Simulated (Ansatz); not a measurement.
Results of r²SCAN+rVV10 in Ansatz (PAW) for rock-salt MgS.

Settings: plane-wave cutoff 500 eV, 14×14×14 k mesh, Fermi–Dirac smearing 0.05 eV, scalar-relativistic PAW data made under PBE.

Cell (relaxed at this level):

```
MgS
1.0
    0.00000     2.59454     2.59454
    2.59454     0.00000     2.59454
    2.59454     2.59454     0.00000
Mg S
1 1
Direct
  0.00000   0.00000   0.00000
  0.50000   0.50000   0.50000
```

**Question.** Give the computed band gap.

**Answer.** 
- band gap = 3.45 eV (on the SCF k mesh)

The computed numbers hold no vibrational or temperature effects.

Cost on a shared machine: about 26 core-seconds (a rough figure).

Ansatz is a quantum-chemistry and plane-wave program.
